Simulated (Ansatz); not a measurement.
The input, for Ansatz 0.2.0:

```yaml
crystal:
  periodic: [false, false, false]
  atoms:
    - {symbol: H, position_ang: [0.000000, 0.000000, -1.097000]}
    - {symbol: H, position_ang: [0.000000, 0.000000, -0.217000]}
    - {symbol: Cl, position_ang: [0.000000, 0.000000, 1.314000]}
basis:
  gaussian: {orbitals: cc-pVDZ}
magnetization: {spin_polarized: true, initial_magnetization: 1}
correlation: {method: ccsdtq, electrons: outside_noble_gas}
```

```sh
$ ansatz run in.yaml --threads 2 --pin off --events-out ev --progress --plain --max-ram 16896MiB --backend cuda --devices 0, --max-vram 18GiB
```

Output:

```
473 factors; integrals over basis functions are off by at most 2.4e-7 eV
mean field evaluation 1: about -12531.9822 eV, gradient 8.0e0 eV
mean field evaluation 2: about -12531.9826 eV, gradient 8.0e0 eV
mean field evaluation 4: about -12532.6620 eV, gradient 1.5e0 eV
mean field evaluation 8: about -12532.6971 eV, gradient 4.2e-2 eV
mean field evaluation 16: about -12532.6922 eV, gradient 4.8e-1 eV
mean field evaluation 32: about -12531.2253 eV, gradient 6.4e-1 eV
mean field -12532.69714613 eV, -460.5681251529 hartree, gradient 2.7e-6 eV, S^2 0.788813; 1 other end points of the search recorded, 0 dependent functions left out
determinant -12532.69714613 eV, -460.5681251529 hartree, with singles and doubles -12537.43587279 eV, -460.7422701459 hartree
determinant -12531.22922229 eV, -460.5141799469 hartree, with singles and doubles -12535.89847152 eV, -460.6857716910 hartree
5 core orbitals not correlated: weight in the atoms' cores, before any rotation towards them, 1.000 or more for the frozen orbitals, at most 0.000 for the correlated occupied ones
reference -12532.69714613 eV, -460.5681251529 hartree; 5, 4 occupied and 18, 19 virtual orbitals, 473 factors
second order -4.10533882 eV of doubles, -0.00000000 eV of singles
cycle   1  -4.55820627 eV  change   -4.5e-1 eV  update   5.0e-2
cycle   2  -4.79491146 eV  change   -2.4e-1 eV  update   2.3e-2
cycle   3  -4.82577203 eV  change   -3.1e-2 eV  update   9.5e-3
cycle   4  -4.82661018 eV  change   -8.4e-4 eV  update   3.9e-3
cycle   5  -4.82786152 eV  change   -1.3e-3 eV  update   1.1e-3
cycle   6  -4.82811753 eV  change   -2.6e-4 eV  update   4.7e-4
cycle   7  -4.82791079 eV  change    2.1e-4 eV  update   1.4e-4
cycle   8  -4.82798571 eV  change   -7.5e-5 eV  update   6.5e-5
cycle   9  -4.82800599 eV  change   -2.0e-5 eV  update   2.9e-5
cycle  10  -4.82797532 eV  change    3.1e-5 eV  update   1.5e-5
cycle  11  -4.82797853 eV  change   -3.2e-6 eV  update   6.4e-6
cycle  12  -4.82797557 eV  change    3.0e-6 eV  update   2.6e-6
cycle  13  -4.82797630 eV  change   -7.2e-7 eV  update   1.1e-6
cycle  14  -4.82797694 eV  change   -6.4e-7 eV  update   5.1e-7
Total energy: -12537.52512306 eV, -460.7455500328 hartree
```

For the same geometry and basis full CI lies 0.1 meV lower.

Ran on 2 threads of AMD EPYC 7R13 with a shared H100 80 GB, shared host: 10 s wall, 0.87 GiB peak host memory.
